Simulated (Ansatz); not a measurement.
Bulk modulus (GPa) of solids drawn from the class of carbides, at two levels: PBE (Ansatz, a quantum-chemistry and plane-wave program, plane waves, PAW), and PBE-D3(BJ) (plane waves, PAW; Ansatz).

| solid | PBE | PBE-D3(BJ) |
|---|---|---|
| rock-salt HfC | 234 | 243 |
| rock-salt NbC | 300 | 316 |
| rock-salt TaC | 324 | 339 |
| 4H SiC | 213 | 222 |
| rock-salt TiC | 251 | 265 |
| rock-salt ZrC | 222 | 232 |
| antifluorite Be2C | 202 | ? |
| hexagonal WC | 383 | 399 |

Task: Estimate the withheld PBE-D3(BJ) value from the other rows.

Result: One way: carry over the typical ratio. The ratios PBE-D3(BJ) / PBE of the other rows, in order: 1.038, 1.042, 1.042, 1.045, 1.046, 1.053, 1.056; median 1.045. Antifluorite Be2C: 202 × 1.045 = 211 GPa; the run gives 214 GPa. The ratios spread from 1.038 to 1.056, so such an estimate is rough. Antifluorite Be2C lies outside that spread.

Of 8 rows, PBE-D3(BJ) is the larger in 8 and the smaller in 0.

Database compounds that came out metallic weren't drawn.

Ansatz's runs of these crystals have no spin polarisation.

Spin–orbit coupling is left out, also for the solids with elements from indium on (rock-salt HfC, rock-salt TaC, hexagonal WC); its size isn't shown.

In Ansatz's fits of the non-cubic solids, shape and atoms are relaxed at each volume.

Each level is taken at its own relaxed cell. Ansatz's density-functional and Hartree–Fock values are scalar-relativistic unless marked +SOC, with PAW data made under PBE.
